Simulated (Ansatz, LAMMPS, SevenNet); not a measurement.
## bcc Fe, lattice parameter a

Reference value: 2.853 Å (measured, static lattice: zero-point anharmonic expansion removed; as tabulated in Mejia-Rodriguez and Trickey (2018), arXiv:1807.09216).

**Question.** Put these levels in order of the lattice parameter a that they give for bcc Fe, smallest first: LDA (Ansatz, a quantum-chemistry and plane-wave program), ReaxFF Fe_O_C_H (LAMMPS), SevenNet-0 (SevenNet).

**Answer.** LDA (2.750 Å), ReaxFF Fe_O_C_H (2.837 Å), SevenNet-0 (2.846 Å)

Errors against the reference: ReaxFF Fe_O_C_H -0.56 %, SevenNet-0 -0.25 %, LDA -3.61 %.

Spin-polarised runs: LDA (parallel moments). Ansatz's density-functional and Hartree–Fock values are scalar-relativistic unless marked +SOC, with PAW data made under PBE.

Empirical potentials (ReaxFF Fe_O_C_H) are fitted to chosen data, which need not cover the solid at hand: agreement can be built in, and what lay outside the fit can be far off. Machine-learned potentials (SevenNet-0) are trained on DFT data, which may include these solids.

Differences are worked out from the printed values.
